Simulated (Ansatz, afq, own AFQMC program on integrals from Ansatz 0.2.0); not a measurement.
AFQMC on a folder of integrals that Ansatz 0.2.0 wrote.

```yaml
crystal:
  periodic: [false, false, false]
  atoms:
    - {symbol: Ge, position_ang: [0.000000, 0.000000, 0.878607]}
    - {symbol: Ge, position_ang: [0.000000, 0.000000, -0.927393]}
    - {symbol: H, position_ang: [0.000000, 1.262069, 1.757959]}
    - {symbol: H, position_ang: [0.000000, -1.262069, 1.757959]}
basis:
  gaussian: {orbitals: cc-pVDZ}
magnetization: {spin_polarized: false}
correlation: {method: ccsd_t, electrons: outside_noble_gas, hamiltonian_folder: ham}
```

```sh
$ ansatz run in.yaml --threads 1 --pin off --events-out ev --progress --plain --max-ram 1382MiB
```

Options of the walk:

```
--method phaseless --trial cisd --walkers 10 --populations 1 --least-time 40 --time-step 0.04 --steps-per-block 25 --equilibration-blocks 10 --max-blocks 60 --target-error 0.00076 --factor-cut 1e-05 --seed 2713 --taylor-order 8
```

Times are imaginary, in 1/Eh. The walk had a cap of 214 s. Filled inner d shells are frozen with the cores.

Log:

```
orbitals 36  electrons 5 5  factors 304 of 746
reference energy -4151.63665273 Eh
CCSD correlation -0.18969760 Eh in 12 cycles, weight of the determinant in the CISD state 0.8619
energy of the start -4151.826350 Eh
 block  time / (1/Eh)  mean weight  energy / Eh
     1     1.000  0.9971  -4151.829981
     2     2.000  0.9875  -4151.835066
     3     3.000  0.9809  -4151.829156
     4     4.000  0.9930  -4151.834992
     5     5.000  1.0312  -4151.834028
    12    12.000  0.9702  -4151.829147
    19    19.000  0.9886  -4151.826716
    26    26.000  0.9741  -4151.857563
    30    30.000  0.9916  -4151.815905
    33    33.000  1.0484  -4151.824383
    40    40.000  1.0383  -4151.842346
    47    47.000  1.0517  -4151.837144
    54    54.000  1.0040  -4151.824670
    61    61.000  1.0071  -4151.826715
    62    62.000  1.0420  -4151.874637
    68    68.000  1.0354  -4151.823383
    70    70.000  1.0170  -4151.829199
blocks merged  error / Eh  count
     1  0.001444  60
     2  0.001519  30
     4  0.001369  15
energy -4151.835034 +/- 0.001519 Eh
(rows thinned)
```

The run failed at least one of its tests; the cautions name the faults.

Against this walk (error 41.3 meV) on the same determinant: CCSD(T) 64.3 meV higher (within the noise), CCSDT(Q) 24.2 meV higher (within the noise), a separate phaseless walk with a CISD trial and standard settings 11.8 ± 43.4 meV higher (within the noise). The error is statistical and leaves out the bias of the constraint.

Cautions: constraint bias not in the error; error not settled; error above the target (41.3 against 20.7 meV); no relativity below Rb; no spin-orbit coupling; inner d shell frozen; higher spins were not checked; restricted determinant unstable towards unrestricted (UHF 92 meV lower, ⟨S²⟩ 0.42); so few walkers bias the energy; the time-step error isn't removed.

The walk took 2.9 s on 1 thread of Arm Neoverse V2, with other jobs on the host. The log's last line is the phaseless energy.

CCSDT and higher add their correlation energy to the determinant of the CCSD(T) run, since their own runs factorise the integrals more tightly (a shift of under 2 meV). A walk keeps the symmetry of its determinant, which the program's search chose and which needn't be the lowest solution, so a lower state of the same spin and another symmetry isn't excluded.
